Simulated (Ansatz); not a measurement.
Isolated molecules relaxed with PBE0-D4/def2-TZVP in Ansatz; ΔE leaves out vibrations. CCSD(T)/CBS adds triple-zeta CCSD(T) − MP2 to the extrapolated MP2 energy (def2 sets, frozen cores). This one scheme is used for every species. Functionals use def2-TZVPP. B3LYP here is the variant with VWN-RPA as its local correlation; programs differ in this. Each species was taken in one conformer, which may not be the lowest.

Consider the substitution at a C–O bond: `C=C(O)CO` + H₂S → `C=C(O)CS` + H₂O.

Question: Is it downhill or uphill in electronic energy at CCSD(T)/CBS, and by how much? (An estimate is asked.)

Answer: Computed: Downhill: ΔE = -8.8 kcal/mol.

Question: What do these levels give: r2SCAN-D4, ωB97X-V, ωB97M-V, B2PLYP, PBE, PBE0, B3LYP, MP2/def2-TZVPP, SCS-MP2/def2-TZVPP, CCSD(T)/def2-TZVPP, HF/def2-QZVPP, SCS-MP2/def2-QZVPP? (Best estimate.)

Answer: The calculation gave: r2SCAN-D4 -6.7, ωB97X-V -6.2, ωB97M-V -6.8, B2PLYP -6.7, PBE -6.2, PBE0 -6.6, B3LYP -5.3, MP2/def2-TZVPP -9.6, SCS-MP2/def2-TZVPP -8.2, CCSD(T)/def2-TZVPP -7.2, HF/def2-QZVPP -5.0, SCS-MP2/def2-QZVPP -9.1 kcal/mol.

Largest T1 diagnostic among the species: 0.012.

The D4 term adds −1.5 kcal/mol with B3LYP and −0.8 kcal/mol with PBE0; it sums over pairs of atoms, weighted by their polarisabilities, and B3LYP, whose exchange is more repulsive, gets the larger term. In def2-TZVPP, CCSD(T) changes the Hartree–Fock value by −2.3 kcal/mol (the triples alone add −0.4 kcal/mol) and MP2 by −4.7 kcal/mol.
